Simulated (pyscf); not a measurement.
Elementary routes open to `[OH][SiH]([F])[F]` + `[FH]` in the gas phase (singlet surface):
A. `[OH][Si]([F])([F])[F]` + `[H][H]` (H–Si, F–H broken; F–Si, H–H formed)
B. `[F][SiH]([F])[F]` + `[OH2]` (O–Si, F–H broken; F–Si, H–O formed)

PySCF, gas phase, ωB97X-D3(BJ)/def2-SVP geometries.

Rank the routes by free-energy barrier at 1200 K, lowest first, for ωB97M-D3(BJ)/def2-TZVP energies (ideal gas, 1 atm, RRHO with modes under 100 cm⁻¹ raised to 100, one conformer, R ln 2 for chiral ones without a mode under 150 cm⁻¹).

B (58.2 kcal/mol), A (68.9 kcal/mol)

Route B is the fastest of these, ahead of the next by 10.7 kcal/mol. The most stable products are those of A (ΔG = -29.4 kcal/mol), whose barrier is 10.7 kcal/mol higher: the kinetic and the thermodynamic product differ. At 298 K B is still the fastest. A: On the reactant side the descent ends in a complex (not fully relaxed), 6.6 kcal/mol under the separated species and 34.3 kcal/mol under the saddle at ωB97X-D3(BJ)/def2-TZVP. B: On the reactant side the descent ends in a complex, 5.2 kcal/mol under the separated species and 19.4 kcal/mol under the saddle at ωB97X-D3(BJ)/def2-TZVP. Only these routes are compared; each barrier is that of the saddle found, and lower ones may exist.
